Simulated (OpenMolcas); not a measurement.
## BCl (SMILES [B]Cl): the vertical energy of the triplet above the singlet, rung by rung

BCl has 2 atoms, charge 0, and is taken as a singlet. As SMILES, `[B]Cl`. Geometry: relaxed at PBE0-D4/def2-TZVP.

```tsv
atom	x (Å)	y (Å)	z (Å)
B	0.0000	0.0000	-0.0697
Cl	0.0000	0.0000	1.6482
```

Quantity: the vertical energy of the triplet above the singlet, in eV. The values are calculated.

| level | kind | program | value (eV) | less FCI/STO-3G | CPU time (all runs) |
| --- | --- | --- | --- | --- | --- |
| HF/STO-3G | Hartree–Fock | OpenMolcas | 1.09 | -1.04 | 3.4 s |
| HF/STO-3G, open shells restricted | Hartree–Fock | OpenMolcas | 1.11 | -1.02 | 4 s |
| SVWN5/STO-3G | LDA | OpenMolcas | 2.19 | +0.06 | 7.5 s |
| PBE/STO-3G | GGA | OpenMolcas | 2.13 | 0.00 | 7.8 s |
| r2SCAN/STO-3G | meta-GGA | OpenMolcas | 1.77 | -0.36 | 11 s |
| M06-2X/STO-3G | hybrid meta-GGA | OpenMolcas | 2.30 | +0.17 | 12 s |
| MRCI(2,2)/STO-3G | multireference | OpenMolcas | 2.10 | -0.03 | 3.5 s |
| FCI/STO-3G, open shells restricted | exact in the basis | OpenMolcas | 2.13 | 0.00 | 3.9 s |

FCI/STO-3G, open shells restricted is exact within its basis and frozen core, so for wave-function methods in that basis the difference is their error; functionals converge differently with the basis, so for them it is only a difference. The values span 1.09 to 2.30 eV. All rows use very small basis sets, so even the best lies far from the true value. CPU times are rough (shared hosts, several kinds of processor): they show what a rung costs within a factor of a few.
